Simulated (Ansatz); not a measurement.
**BeH (doublet): from Hartree-Fock to the top rungs, 6-31G**

How much of the correlation energy of BeH (doublet) does each wave-function method recover here?

Method: 6-31G, core rule «outside noble gas», up to 1 orbitals frozen; program: Ansatz 0.2.0, Gaussian basis.

Plan: UHF; CCSD(T) on ROHF; CCSD(T) on UHF; BCCD(T) on ROHF; CISD; CCSDT on ROHF; CCSDT on UHF; CASSCF and MRCISD+Q, 3 electrons in 5 orbitals; CASSCF and NEVPT4(SD), 3 electrons in 5 orbitals; CASSCF and NEVPT2, 3 electrons in 5 orbitals; Full CI.

45 further runs of the same task are left out: 3 for a known fault of the program, 1 for a mislabelled method, 41 set aside as unsound or not needed.

## (1) What is computed

The geometry is an MP2(full)/6-31G* stationary point (not a proven minimum).

2 atoms, charge 0, spin multiplicity 2.

Atoms are counted from 1 here; the program's logs count them from 0.

Bond lengths: Be1–H2 1.348 Å.

## (2) UHF

in.yaml reads:

```yaml
crystal:
  periodic: [false, false, false]
  atoms:
    - {symbol: Be, position_ang: [0.000000, 0.000000, 0.000000]}
    - {symbol: H, position_ang: [0.000000, 0.000000, 1.348270]}
basis:
  gaussian: {orbitals: 6-31G}
magnetization: {spin_polarized: true, initial_magnetization: 1}
hamiltonian: {xc: hf}
output: {orbitals: {seedname: orbitals}}
```

Started as:

```bash
$ ansatz run in.yaml --threads 1 --pin off --events-out ev --progress --plain --max-ram 2502MiB
```

Further steps of the session: CCSD(T) on ROHF; CCSD(T) on UHF; BCCD(T) on ROHF; CISD; CCSDT on ROHF; CCSDT on UHF; CASSCF and MRCISD+Q, 3 electrons in 5 orbitals; CASSCF and NEVPT4(SD), 3 electrons in 5 orbitals; CASSCF and NEVPT2, 3 electrons in 5 orbitals; Full CI.

Q: Predict the results of all the runs planned. Wanted: FCI below the RHF energy; RMP2 from FCI; UMP2 from FCI; RCCSD from FCI; RCCSD(T) from FCI; UCCSD(T) from FCI; NEVPT2 valence from FCI; NEVPT4(SD) valence from FCI; MRCISD+Q valence from FCI.

**Answer**, as computed:

| quantity | value |
| --- | --- |
| FCI below the RHF energy | -0.6839 eV |
| RMP2 from FCI | +251.1 meV |
| UMP2 from FCI | +245.1 meV |
| RCCSD from FCI | +15.0 meV |
| RCCSD(T) from FCI | +6.3 meV |
| UCCSD(T) from FCI | +5.7 meV |
| NEVPT2 valence from FCI | +53.5 meV |
| NEVPT4(SD) valence from FCI | +11.3 meV |
| MRCISD+Q valence from FCI | +0.2 meV |
| levels within 1 kcal/mol (43 meV) | CISD, RCCSD, UCCSD, RCCSD(T), UCCSD(T), BCCD(T), RCCSDT, UCCSDT, NEVPT4(SD) valence, MRCISD valence, MRCISD+Q valence |
| T1 diagnostic | 0.025 |
| effectively unpaired electrons | 1.01 |

What this shows: RCCSD(T) lands +6.3 meV from the yardstick (0.9 % of the correlation energy). One determinant dominates. Of the multireference levels listed MRCISD+Q valence comes nearest in total energy (+0.2 meV), which doesn't show that its space is the better one. These misses are within one basis, not against nature; the frozen cores of restricted and unrestricted runs differ, which can shift their rows.
